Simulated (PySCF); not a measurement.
Potential energy curve for SMILES S. The S1–H3 bond (S1 also carries H; H3 carries nothing else) is pulled apart rigidly from the PBE0/def2-TZVP optimised geometry.

- RKS-PBE = restricted PBE/cc-pVTZ in PySCF
- UKS-PBE = unrestricted PBE/cc-pVTZ run with PySCF
- RKS-PBE0 = restricted PBE0/cc-pVTZ run with PySCF
- UCCSD(T) = CCSD(T) on UHF/cc-pVTZ, 5 core orbitals frozen in PySCF

Energies relative to the lowest point of each curve near equilibrium, in kcal/mol; the last columns give the difference from UCCSD(T):

```json
[
 {"R / Å": "0.99", "RKS-PBE": "77.1", "UKS-PBE": "77.1", "RKS-PBE0": "75.6", "UCCSD(T)": "74.7", "RKS-PBE − UCCSD(T)": "2.4", "UKS-PBE − UCCSD(T)": "2.4", "RKS-PBE0 − UCCSD(T)": "0.9"},
 {"R / Å": "1.08", "RKS-PBE": "36.2", "UKS-PBE": "36.2", "RKS-PBE0": "34.9", "UCCSD(T)": "34.2", "RKS-PBE − UCCSD(T)": "2.0", "UKS-PBE − UCCSD(T)": "2.0", "RKS-PBE0 − UCCSD(T)": "0.7"},
 {"R / Å": "1.15", "RKS-PBE": "17.4", "UKS-PBE": "17.4", "RKS-PBE0": "16.4", "UCCSD(T)": "15.9", "RKS-PBE − UCCSD(T)": "1.5", "UKS-PBE − UCCSD(T)": "1.5", "RKS-PBE0 − UCCSD(T)": "0.5"},
 {"R / Å": "1.22", "RKS-PBE": "6.5", "UKS-PBE": "6.5", "RKS-PBE0": "5.9", "UCCSD(T)": "5.6", "RKS-PBE − UCCSD(T)": "1.0", "UKS-PBE − UCCSD(T)": "1.0", "RKS-PBE0 − UCCSD(T)": "0.3"},
 {"R / Å": "1.26", "RKS-PBE": "3.0", "UKS-PBE": "3.0", "RKS-PBE0": "2.5", "UCCSD(T)": "2.3", "RKS-PBE − UCCSD(T)": "0.6", "UKS-PBE − UCCSD(T)": "0.6", "RKS-PBE0 − UCCSD(T)": "0.2"},
 {"R / Å": "1.31", "RKS-PBE": "0.5", "UKS-PBE": "0.5", "RKS-PBE0": "0.4", "UCCSD(T)": "0.3", "RKS-PBE − UCCSD(T)": "0.2", "UKS-PBE − UCCSD(T)": "0.2", "RKS-PBE0 − UCCSD(T)": "0.1"},
 {"R / Å": "1.34", "RKS-PBE": "0.0", "UKS-PBE": "0.0", "RKS-PBE0": "0.0", "UCCSD(T)": "0.0", "RKS-PBE − UCCSD(T)": "0.0", "UKS-PBE − UCCSD(T)": "0.0", "RKS-PBE0 − UCCSD(T)": "0.0"},
 {"R / Å": "1.39", "RKS-PBE": "0.3", "UKS-PBE": "0.3", "RKS-PBE0": "0.6", "UCCSD(T)": "0.7", "RKS-PBE − UCCSD(T)": "-0.4", "UKS-PBE − UCCSD(T)": "-0.4", "RKS-PBE0 − UCCSD(T)": "-0.1"},
 {"R / Å": "1.42", "RKS-PBE": "1.1", "UKS-PBE": "1.1", "RKS-PBE0": "1.6", "UCCSD(T)": "1.7", "RKS-PBE − UCCSD(T)": "-0.6", "UKS-PBE − UCCSD(T)": "-0.6", "RKS-PBE0 − UCCSD(T)": "-0.1"},
 {"R / Å": "1.47", "RKS-PBE": "3.1", "UKS-PBE": "3.1", "RKS-PBE0": "4.0", "UCCSD(T)": "4.1", "RKS-PBE − UCCSD(T)": "-1.0", "UKS-PBE − UCCSD(T)": "-1.0", "RKS-PBE0 − UCCSD(T)": "-0.1"},
 {"R / Å": "1.56", "RKS-PBE": "8.7", "UKS-PBE": "8.7", "RKS-PBE0": "10.2", "UCCSD(T)": "10.3", "RKS-PBE − UCCSD(T)": "-1.6", "UKS-PBE − UCCSD(T)": "-1.6", "RKS-PBE0 − UCCSD(T)": "-0.1"},
 {"R / Å": "1.67", "RKS-PBE": "17.3", "UKS-PBE": "17.3", "RKS-PBE0": "19.8", "UCCSD(T)": "19.5", "RKS-PBE − UCCSD(T)": "-2.2", "UKS-PBE − UCCSD(T)": "-2.2", "RKS-PBE0 − UCCSD(T)": "0.2"},
 {"R / Å": "1.80", "RKS-PBE": "28.8", "UKS-PBE": "28.8", "RKS-PBE0": "32.3", "UCCSD(T)": "31.4", "RKS-PBE − UCCSD(T)": "-2.6", "UKS-PBE − UCCSD(T)": "-2.6", "RKS-PBE0 − UCCSD(T)": "0.9"},
 {"R / Å": "1.99", "RKS-PBE": "45.5", "UKS-PBE": "45.5", "RKS-PBE0": "50.7", "UCCSD(T)": "48.7", "RKS-PBE − UCCSD(T)": "-3.2", "UKS-PBE − UCCSD(T)": "-3.2", "RKS-PBE0 − UCCSD(T)": "2.0"},
 {"R / Å": "2.22", "RKS-PBE": "64.0", "UKS-PBE": "64.0", "RKS-PBE0": "71.1", "UCCSD(T)": "66.8", "RKS-PBE − UCCSD(T)": "-2.8", "UKS-PBE − UCCSD(T)": "-2.8", "RKS-PBE0 − UCCSD(T)": "4.3"},
 {"R / Å": "2.39", "RKS-PBE": "75.7", "UKS-PBE": "75.1", "RKS-PBE0": "84.2", "UCCSD(T)": "77.3", "RKS-PBE − UCCSD(T)": "-1.6", "UKS-PBE − UCCSD(T)": "-2.1", "RKS-PBE0 − UCCSD(T)": "6.9"},
 {"R / Å": "2.66", "RKS-PBE": "90.9", "UKS-PBE": "84.9", "RKS-PBE0": "101.5", "UCCSD(T)": "87.2", "RKS-PBE − UCCSD(T)": "3.6", "UKS-PBE − UCCSD(T)": "-2.3", "RKS-PBE0 − UCCSD(T)": "14.3"},
 {"R / Å": "2.99", "RKS-PBE": "104.4", "UKS-PBE": "89.9", "RKS-PBE0": "117.5", "UCCSD(T)": "91.4", "RKS-PBE − UCCSD(T)": "13.0", "UKS-PBE − UCCSD(T)": "-1.5", "RKS-PBE0 − UCCSD(T)": "26.0"},
 {"R / Å": "3.26", "RKS-PBE": "—", "UKS-PBE": "91.8", "RKS-PBE0": "127.0", "UCCSD(T)": "92.4", "RKS-PBE − UCCSD(T)": "—", "UKS-PBE − UCCSD(T)": "-0.7", "RKS-PBE0 − UCCSD(T)": "34.6"},
 {"R / Å": "3.61", "RKS-PBE": "—", "UKS-PBE": "92.8", "RKS-PBE0": "135.9", "UCCSD(T)": "92.9", "RKS-PBE − UCCSD(T)": "—", "UKS-PBE − UCCSD(T)": "-0.1", "RKS-PBE0 − UCCSD(T)": "43.0"},
 {"R / Å": "4.01", "RKS-PBE": "—", "UKS-PBE": "93.3", "RKS-PBE0": "142.6", "UCCSD(T)": "93.1", "RKS-PBE − UCCSD(T)": "—", "UKS-PBE − UCCSD(T)": "0.2", "RKS-PBE0 − UCCSD(T)": "49.5"},
 {"R / Å": "4.70", "RKS-PBE": "—", "UKS-PBE": "93.6", "RKS-PBE0": "149.0", "UCCSD(T)": "93.2", "RKS-PBE − UCCSD(T)": "—", "UKS-PBE − UCCSD(T)": "0.4", "RKS-PBE0 − UCCSD(T)": "55.9"}
]
```

RKS-PBE is furthest from UCCSD(T) at 2.99 (13.0 kcal/mol, above); its mean absolute difference over the points is 2.2 kcal/mol.

UKS-PBE is furthest from UCCSD(T) at 1.99 (-3.2 kcal/mol, below); its mean absolute difference over the points is 1.3 kcal/mol.

RKS-PBE0 is furthest from UCCSD(T) at 4.70 (55.9 kcal/mol, above); its mean absolute difference over the points is 10.9 kcal/mol.

A dash means that the run gave no value there, or that the column was ended at a point which the program doubted or which failed a test of continuity chosen for this set; such a test can also cut sound points.

The restricted form behind RKS-PBE, RKS-PBE0 keeps the bonding electrons paired and can't separate into open-shell fragments. The unrestricted determinant behind UKS-PBE is spin-contaminated at 2.39 to 4.70 Å (<S²> up to 1.0, against 0.00 for a pure singlet). The unrestricted determinant behind UCCSD(T) is spin-contaminated at 1.80 to 4.70 Å (<S²> up to 1.0, against 0.00 for a pure singlet).
